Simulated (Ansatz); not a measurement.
**CH5Al (triplet): wave-function methods side by side at distance Al1–H4 along a hydrogen transfer = 1.645 Å, cc-pVDZ**

One table from this session's results is given with a row withheld; the runs are named, their logs left out.

Program: Ansatz 0.2.0, Gaussian basis. Level of theory: cc-pVDZ, core rule «outside noble gas», up to 6 orbitals frozen. These are calculated values, not measurements.

Plan: UHF; CCSD(T) on ROHF; CCSD(T) on UHF; BCCD(T) on ROHF; CISD; CCSDT(Q) on ROHF; CCSDT(Q) on UHF; CASSCF and NEVPT2, 4 electrons in 4 orbitals.

7 further runs of the same task are left out: 1 for a mislabelled method, 6 that didn't finish.

## The geometry

The geometry derives from fragments relaxed apart (PBE0/def2-TZVP) and kept rigid, so it is no stationary point. A hydrogen atom is moved between rigid fragments.

7 atoms, charge 0, spin multiplicity 3.

Atoms are counted from 1 here; the program's logs count them from 0.

Bond lengths: Al1–H2 1.586 Å, Al1–H3 1.586 Å, Al1–H4 1.645 Å, C5–H6 1.079 Å, C5–H7 1.079 Å. Angles: H2–Al1–H3 120.0°, H2–Al1–H4 120.0°, H3–Al1–H4 120.0°, H6–C5–H7 134.8°.

Geometry (Å):

```xyz
7
CH5Al
Al   -1.00530    0.00000    0.00000
H    -1.79822    1.37338    0.00000
H    -1.79822   -1.37338    0.00000
H     0.63970    0.00000    0.00000
C     2.08670    0.00000    0.00000
H     2.50117    0.00000    0.99616
H     2.50117    0.00000   -0.99616
```

The first run:

Input file in.yaml:

```yaml
crystal:
  periodic: [false, false, false]
  atoms:
    - {symbol: Al, position_ang: [-1.005300, 0.000000, 0.000000]}
    - {symbol: H, position_ang: [-1.798224, 1.373384, 0.000000]}
    - {symbol: H, position_ang: [-1.798224, -1.373384, 0.000000]}
    - {symbol: H, position_ang: [0.639700, 0.000000, 0.000000]}
    - {symbol: C, position_ang: [2.086700, 0.000000, 0.000000]}
    - {symbol: H, position_ang: [2.501168, 0.000000, 0.996161]}
    - {symbol: H, position_ang: [2.501168, 0.000000, -0.996161]}
basis:
  gaussian: {orbitals: cc-pVDZ}
magnetization: {spin_polarized: true, initial_magnetization: 2}
hamiltonian: {xc: hf}
output: {orbitals: {seedname: orbitals}}
```

The run is started by

```console
ansatz run in.yaml --threads 1 --pin off --events-out ev --progress --plain --max-ram 2393MiB
```

Among the steps run: UHF; CCSD(T) on ROHF; CCSD(T) on UHF; BCCD(T) on ROHF; CISD; CCSDT(Q) on ROHF; CCSDT(Q) on UHF; CASSCF and NEVPT2, 4 electrons in 4 orbitals.

One of the session's tables, all rows but one given; the rest of the session is left out.

| method | from UCCSDT(Q) (meV) |
| --- | --- |
| ROHF | +6778.3 |
| UHF | +6465.1 |
| RMP2 | +1344.5 |
| UMP2 | +1376.2 |
| CISD | +699.0 |
| RCCSD | +166.7 |
| UCCSD | ? |
| RCCSD(T) | +34.8 |
| UCCSD(T) | +35.5 |
| BCCD(T) | +34.7 |
| RCCSDT | +7.1 |
| UCCSDT | +6.0 |
| RCCSDT(Q) | +0.8 |
| UCCSDT(Q) | 0 |
| CASSCF pair | +6206.3 |
| NEVPT2 pair | +1342.7 |

Estimate the missing values for UCCSD.

As computed: from UCCSDT(Q) (meV): +160.9. In the column «from UCCSDT(Q) (meV)» it lies between UCCSD(T) (+35.5) and RCCSD (+166.7).

Limits of these values: Restricted and unrestricted rows rest on different reference determinants; where their highest levels disagree by more than a few hundredths of an eV, they describe different states and don't form one ladder.
